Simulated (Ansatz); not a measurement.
# Al2H4S: the cost of one run

All numbers below are computed with Ansatz 0.2.0 (RKS PBE0/def2-SVP).

## Step 1: The structure to begin with

Bond lengths: Al1–S2 2.220 Å, S2–Al3 2.240 Å, Al1–H4 1.592 Å, Al1–H5 1.641 Å, Al3–H6 1.626 Å, Al3–H7 1.624 Å. Angles: Al1–S2–Al3 90.1°, S2–Al1–H4 122.5°, S2–Al1–H5 120.5°, H4–Al1–H5 117.0°, S2–Al3–H6 120.7°, S2–Al3–H7 121.7°, H6–Al3–H7 117.5°.

Coordinates:

```xyz
7

Al   -1.3715    0.2618   -0.7382
S    -0.8940   -1.0050    1.0218
Al    1.2664   -0.4367    0.8519
H    -1.2977   -0.2849   -2.2316
H    -1.7978    1.8338   -0.5402
H     1.8505    0.8566    1.6453
H     2.3055   -1.2936   -0.0549
```

## Step 2: Relaxing end A

The input, input.yaml:

```yaml
crystal:
  periodic: [false, false, false]
  atoms:
    - { symbol: Al, position_ang: [-1.3715, 0.2618, -0.7382] }
    - { symbol: S, position_ang: [-0.894, -1.005, 1.0218] }
    - { symbol: Al, position_ang: [1.2664, -0.4367, 0.8519] }
    - { symbol: H, position_ang: [-1.2977, -0.2849, -2.2316] }
    - { symbol: H, position_ang: [-1.7978, 1.8338, -0.5402] }
    - { symbol: H, position_ang: [1.8505, 0.8566, 1.6453] }
    - { symbol: H, position_ang: [2.3055, -1.2936, -0.0549] }
basis:
  gaussian: { orbitals: def2-SVP }
hamiltonian:
  xc: pbe0
relax:
  f_tol: 0.015
  max_steps: 40
```

On the command line:

```
> ansatz run input.yaml --threads 1 --pin off --max-ram 2048MiB --backend cpu --events-out ev --progress --plain --runs-dir out
```

Q: Estimate wall time and peak memory on 1 thread of Arm Neoverse V2, shared host.

About 38 s, with a peak of 0.14 GiB.
